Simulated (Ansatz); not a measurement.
Relaxation of CH$_{3}$Mg (5 atoms, charge 0, multiplicity 2), to a largest force component of 0.02 eV/Å in at most 40 steps.

All numbers below come from UKS CAM-B3LYP/6-31G in Ansatz.

```xyz
5
Properties=species:S:1:pos:R:3:forces:R:3
C 0.132 -0.206 -0.103 -0.78 2.38 -1.23
Mg -0.854 1.425 1.022 0.26 -0.42 -0.30
H 0.324 -0.991 0.554 0.73 -1.50 1.15
H -0.551 -0.521 -0.887 -0.38 -0.20 -0.09
H 1.000 0.219 -0.627 0.16 -0.26 0.47
```

Where does it end, and by what steps?

It converged. Limits of this set-up: no polarisation functions. After 3 steps the energy has fallen by 0.120 eV; C1 moved furthest, 0.06 Å.

```tsv
step	energy less start (eV)	largest force component (eV/Å)	accepted
0	0.0000	2.376	yes
1	-0.1041	0.830	yes
2	-0.1203	0.032	yes
3	-0.1204	0.002	yes
```

```xyz
5
Properties=species:S:1:pos:R:3
C 0.096 -0.158 -0.110
Mg -0.830 1.392 0.992
H 0.355 -0.992 0.553
H -0.582 -0.526 -0.889
H 1.012 0.211 -0.586
```

Whether the end is a true minimum wasn't checked by a vibrational analysis.

Time of the run: 7.5 s on 1 thread of Arm Neoverse V1, with other jobs on the host, peak memory 0.11 GiB.
